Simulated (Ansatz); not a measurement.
A made-up structure of BSiH4S, doublet:

| atom | x (Å) | y (Å) | z (Å) |
| --- | --- | --- | --- |
| Si1 | -0.6403 | 0.5165 | -0.2395 |
| B2 | 0.5421 | 0.1050 | 0.9202 |
| S3 | 1.5399 | -0.8784 | 1.0580 |
| H4 | -0.8185 | -0.3313 | -1.5998 |
| H5 | -0.1676 | 1.9176 | -0.5862 |
| H6 | -1.8851 | 0.3557 | 0.6120 |
| H7 | 1.4295 | -1.6851 | -0.1646 |

It is relaxed with PBE-D4/def2-SVP and then PBE0-D4/def2-TZVP (Ansatz 0.2.0). Atoms count as bonded within 1.22 times the sum of their covalent radii (H–H: 0.88 Å). The end point is not checked to be a true minimum.

Problem. Does its bonding change? (Judge from chemistry; the calculation decides.)

Solution. By the calculation: No: no bond forms or breaks.

Where it ends: The first stage lowers the energy by 3.73 eV in 6 steps. It ends as BSiH₄S ([SiH3][B][SH]):
```csv
atom,x (Å),y (Å),z (Å)
Si1,-0.7897,0.6420,-0.2888
B2,0.6394,-0.0175,0.8995
S3,1.8794,-1.1908,1.1356
H4,-0.9551,-0.1431,-1.5481
H5,-0.4874,2.0513,-0.6578
H6,-2.0795,0.6071,0.4519
H7,1.7929,-1.9491,0.0078
```

Labels in which every atom is bracketed show which atoms are joined, not bond orders.

For scale, one of the runs: PBE0-D4/def2-TZVP relaxation, 129 basis functions, launched by `ansatz run in.yaml --threads 2 --pin off --events-out ev --progress --plain --max-ram 4352MiB`. Hardware: 2 CPU threads of an Arm Neoverse V1, shared host. Wall time about 27 s.
